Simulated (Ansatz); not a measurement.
BH2S2, SMILES `S[B]S` radical at its PBE0-D4/def2-TZVP geometry, where that method's forces vanish. Total charge 0; spin multiplicity 2.

```xyz
5

S    -0.9052    0.8651   -1.1419
B    -0.8007    0.3392    0.5231
S     0.2507   -0.5879    1.5695
H     0.2304    0.3167   -1.6416
H     1.2248   -0.9332    0.6909
```

**Question.** What forces (eV/Å) does r2SCAN-D4/def2-TZVPP give on these atoms in the Gaussian-basis code of Ansatz? (An estimate is asked.)

**Answer.** Computed: 
```
S1  -0.041  0.035 -0.036
B2  -0.033  0.014  0.021
S3   0.001 -0.018  0.062
H4   0.036 -0.016 -0.023
H5   0.036 -0.015 -0.024
```
